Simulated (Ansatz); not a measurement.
Abridged output of a molecular run in Ansatz:

```
Functional definition: HF
461 factors; integrals over basis functions are off by at most 7.9e-4 eV
mean field evaluation 1: about -9320.6074 eV, gradient 2.8e1 eV
mean field evaluation 2: about -9320.6086 eV, gradient 2.8e1 eV
mean field evaluation 4: about -9322.2317 eV, gradient 1.4e0 eV
mean field evaluation 8: about -9322.2427 eV, gradient 1.8e-4 eV
mean field evaluation 16: about -9322.2427 eV, gradient 1.0e-6 eV
mean field -9322.24268570 eV, -342.5860998566 hartree, gradient 1.0e-6 eV, S^2 0.000000; 0 other end points of the search recorded, 0 dependent functions left out
6 core orbitals not correlated: weight in the atoms' cores, before any rotation towards them, 1.000 or more for the frozen orbitals, at most 0.000 for the correlated occupied ones
reference -9322.24268570 eV, -342.5860998566 hartree; 6, 6 occupied and 35, 35 virtual orbitals, 461 factors
second order -7.02394387 eV of doubles, -0.00000000 eV of singles
cycle   1  -7.23030142 eV  change   -2.1e-1 eV  update   7.2e-2
cycle   2  -7.43493284 eV  change   -2.0e-1 eV  update   2.2e-2
cycle   3  -7.49725040 eV  change   -6.2e-2 eV  update   1.3e-2
cycle   4  -7.49368864 eV  change    3.6e-3 eV  update   3.0e-3
cycle   5  -7.49259975 eV  change    1.1e-3 eV  update   1.3e-3
cycle   6  -7.49308538 eV  change   -4.9e-4 eV  update   3.3e-4
cycle   7  -7.49299979 eV  change    8.6e-5 eV  update   1.1e-4
cycle   8  -7.49295128 eV  change    4.9e-5 eV  update   3.1e-5
cycle   9  -7.49296254 eV  change   -1.1e-5 eV  update   9.7e-6
perturbative correction -0.10084904 eV, -0.0037061340 hartree
Total energy: -9329.83649729 eV, -342.8651672850 hartree
```

Its atoms:

Cartesian coordinates in Å:
```
F 0.9440 -0.5434 -1.1646
Al -0.0324 0.0186 0.0406
H 0.2880 1.4526 0.6096
H -1.1997 -0.9278 0.5144
```

Problem. Which basis set was used?
A. cc-pV(Q+d)Z
B. cc-pV(D+d)Z
C. def2-TZVPPD
D. def2-SVPD

Solution. B. It gives 47 functions.

Problem. Write the keys of the input that set method, charge and spin (a neutral closed shell needs none for the last two).

Solution. 
```yaml
correlation: {method: ccsd_t}
```
